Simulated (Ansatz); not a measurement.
# CH6B2: structure from calculated spectroscopic constants

These gas-phase data were calculated for one isomer of CH6B2 at PBE0-D3(BJ)/def2-SVP (harmonic, unscaled wavenumbers; equilibrium rotational constants with average atomic masses):

| Item | Value |
| --- | --- |
| rotational constants | 40.7, 7.206, 6.719 GHz |
| all wavenumbers above 1500 cm⁻¹ | 3166, 3117, 3034, 2633, 2559, 2525 |
| dipole moment | 0.74 D (PBE0/def2-TZVPD) |

Candidates:

(1) `BBC`, a singlet
(2) `BCB`, a singlet

Assign the data to one candidate and say why.

Candidate (1). 3 modes lie between 2350 and 2900 cm⁻¹, one for each B–H bond, while (2) has 4.

The same quantities for all candidates:

|  | rotational constants (GHz) | wavenumbers above 1500 cm⁻¹ | dipole (D) | E above the lowest, PBE0-D3(BJ)/def2-SVP (kcal/mol) |
| --- | --- | --- | --- | --- |
| (1) | 40.7, 7.206, 6.719 | 3166, 3117, 3034, 2633, 2559, 2525 | 0.74 | 4.9 |
| (2) | 29.79, 9.76, 8.538 | 3173, 3011, 2668, 2663, 2579, 2566 | 0.81 | 0.0 |

Each candidate is one conformer. Programs: Ansatz 0.2.0.
